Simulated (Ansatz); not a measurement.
System: 1T (CdI2-type) ZrSe₂. Method: PBE-D4 (Ansatz, a program for electronic structure, plane waves, PAW).

Task: Estimate the interlayer binding energy, layer repeat distance and gap between the layers that the calculation returns.

Result: 
interlayer binding energy: 20.6 meV/Å²
layer repeat distance: 6.126 Å
gap between the layers: 2.936 Å
